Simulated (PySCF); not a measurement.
Species: H5OSi2 (charge -1).
Bonds: Si1–O2, O2–Si3. Hydrogens: H4, H5 on Si1; H6, H7, H8 on Si3.

The same species was optimised twice, with GFN2-xTB and with PBE0-D3(BJ)/def2-SVP (PySCF), and the same property calculations (PySCF, gas phase) were run on both structures.

| coordinate | GFN2-xTB | PBE0-D3(BJ)/def2-SVP | change |
| --- | --- | --- | --- |
| O2–Si3 (Å) | 1.559 | 1.622 | +0.063 |
| Si1–H4 (Å) | 1.507 | 1.569 | +0.062 |
| Si1–H5 (Å) | 1.507 | 1.569 | +0.062 |
| Si1–O2 (Å) | 1.768 | 1.809 | +0.041 |
| Si3–H8 (Å) | 1.481 | 1.514 | +0.033 |
| Si3–H6 (Å) | 1.482 | 1.509 | +0.027 |
| Si3–H7 (Å) | 1.482 | 1.509 | +0.027 |
| Si1–O2–Si3 (°) | 139.0 | 125.6 | -13.4 |
| H4–Si1–H5 (°) | 97.9 | 90.6 | -7.3 |
| O2–Si3–H8 (°) | 106.3 | 110.3 | +4.0 |
| H7–Si3–H8 (°) | 107.5 | 105.0 | -2.5 |
| H6–Si3–H8 (°) | 107.5 | 105.0 | -2.5 |
| O2–Si1–H4 (°) | 98.6 | 96.9 | -1.7 |
| O2–Si1–H5 (°) | 98.6 | 96.9 | -1.7 |
| H6–Si3–H7 (°) | 105.7 | 105.9 | +0.2 |

Rotational constants: A = 34067, B = 3180, C = 3102 MHz (GFN2-xTB) against A = 26936, B = 3323, C = 3159 MHz (PBE0-D3(BJ)/def2-SVP). Point groups within 0.08 Å: Cs and Cs.

On the GFN2-xTB structure: HOMO (eV) 0.34 [PBE0/pcSseg-1]; LUMO (eV) 4.81 [PBE0/pcSseg-1]; GIAO shielding of Si1 (ppm) 333.3 [PBE0/pcSseg-1]; GIAO shielding of O2 (ppm) 364.5 [PBE0/pcSseg-1]; GIAO shielding of Si3 (ppm) 409.7 [PBE0/pcSseg-1]; Si1s of Si1 (eV) 1840.12 [delta-SCF UKS SCAN, pcX-2 on the ionised atom, pcseg-1 elsewhere, spin-free X2C]; Si2p of Si1 (eV) 100.50 [delta-SCF UKS SCAN, pcX-2 on the ionised atom, pcseg-1 elsewhere, spin-free X2C]; O1s of O2 (eV) 532.23 [delta-SCF UKS SCAN, pcX-2 on the ionised atom, pcseg-1 elsewhere, spin-free X2C]; Si1s of Si3 (eV) 1842.37 [delta-SCF UKS SCAN, pcX-2 on the ionised atom, pcseg-1 elsewhere, spin-free X2C]; Si2p of Si3 (eV) 102.72 [delta-SCF UKS SCAN, pcX-2 on the ionised atom, pcseg-1 elsewhere, spin-free X2C].

Problem. What do these properties become on the PBE0-D3(BJ)/def2-SVP structure?

Solution. 
```json
{"property": "HOMO (eV)", "level": "PBE0/pcSseg-1", "on GFN2-xTB": "0.34", "on PBE0-D3(BJ)/def2-SVP": "-0.16", "change": "-0.50"}
{"property": "LUMO (eV)", "level": "PBE0/pcSseg-1", "on GFN2-xTB": "4.81", "on PBE0-D3(BJ)/def2-SVP": "4.73", "change": "-0.08"}
{"property": "energy, GFN2-xTB geometry as zero (kcal/mol)", "level": "PBE0/pcSseg-1", "on GFN2-xTB": "0.0", "on PBE0-D3(BJ)/def2-SVP": "-4.1", "change": "-4.1"}
{"property": "GIAO shielding of Si1 (ppm)", "level": "PBE0/pcSseg-1", "on GFN2-xTB": "333.3", "on PBE0-D3(BJ)/def2-SVP": "341.4", "change": "+8.1"}
{"property": "GIAO shielding of O2 (ppm)", "level": "PBE0/pcSseg-1", "on GFN2-xTB": "364.5", "on PBE0-D3(BJ)/def2-SVP": "358.0", "change": "-6.5"}
{"property": "GIAO shielding of Si3 (ppm)", "level": "PBE0/pcSseg-1", "on GFN2-xTB": "409.7", "on PBE0-D3(BJ)/def2-SVP": "406.4", "change": "-3.3"}
{"property": "Si1s of Si1 (eV)", "level": "delta-SCF UKS SCAN, pcX-2 on the ionised atom, pcseg-1 elsewhere, spin-free X2C", "on GFN2-xTB": "1840.12", "on PBE0-D3(BJ)/def2-SVP": "1840.42", "change": "+0.30"}
{"property": "Si2p of Si1 (eV)", "level": "delta-SCF UKS SCAN, pcX-2 on the ionised atom, pcseg-1 elsewhere, spin-free X2C", "on GFN2-xTB": "100.50", "on PBE0-D3(BJ)/def2-SVP": "100.75", "change": "+0.25"}
{"property": "O1s of O2 (eV)", "level": "delta-SCF UKS SCAN, pcX-2 on the ionised atom, pcseg-1 elsewhere, spin-free X2C", "on GFN2-xTB": "532.23", "on PBE0-D3(BJ)/def2-SVP": "532.15", "change": "-0.08"}
{"property": "Si1s of Si3 (eV)", "level": "delta-SCF UKS SCAN, pcX-2 on the ionised atom, pcseg-1 elsewhere, spin-free X2C", "on GFN2-xTB": "1842.37", "on PBE0-D3(BJ)/def2-SVP": "1842.57", "change": "+0.20"}
{"property": "Si2p of Si3 (eV)", "level": "delta-SCF UKS SCAN, pcX-2 on the ionised atom, pcseg-1 elsewhere, spin-free X2C", "on GFN2-xTB": "102.72", "on PBE0-D3(BJ)/def2-SVP": "102.87", "change": "+0.15"}
```

The heavy atoms differ by 0.099 Å rms after alignment. Among all bonds Si1–H4, Si1–H5 and O2–Si3 change most and about equally (+0.062 to +0.063 Å). Changes are differences of the printed values. Neither structure is proved a minimum here. The structure is a single PBE0-D3(BJ)/def2-SVP conformer in the gas phase; no vibrational or solvent corrections. The geometry's basis has no diffuse functions, a weakness for an anion.
